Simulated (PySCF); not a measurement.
Structure elucidation problem

Molecular formula: CH2F2. Simulated spectra:

$^{1}$H NMR (400 MHz, computed): δ 6.05 (t, J = 55.8 Hz, 2H).

$^{13}$C{$^{1}$H} NMR (computed): δ 113.6 (CH2, t, J = 301.8 Hz).

- B3LYP/pcJ-1 coupling constants
- GIAO PBE0/pcSseg-1 shieldings
- GFN2-xTB geometry
- run in PySCF
- relativity neglected, gas phase, one computed conformer, averaged over atoms made equivalent by symmetry, fast rotation or ring inversion

Chemical shifts δ = σref − σ; $^{1}$H (σref 31.72), $^{13}$C (σref 186.93) against TMS, all at this level.

Deduce the structure.

## Answers


- The formula gives 0 degrees of unsaturation.
- Carbon types of the structure: 1 × CH2, which accounts for all hydrogens.
- δC 113.6: sp3 CH2 bonded to 2 F; 2 electronegative neighbours deshield it.
- δH 6.05: hydrogen on an sp3 CH2 bonded to 2 F; its carbon carries F, which withdraws density.

The compound is difluoromethane (SMILES C(F)F).

Common functionals overestimate the size of one-bond C–F couplings by tens of Hz; these are unscaled. Multiplet labels drop couplings under 1 Hz and merge nearly equal ones. Shifts are as computed. Against solution values, carbons near 30 ppm lie about +3 ppm off and those near 130 ppm about +5 ppm. Of 1211 compounds with measured shifts, 218 miss one by over three times the rms of a fit or turn the order of signals round; such compounds aren't used in these exercises.
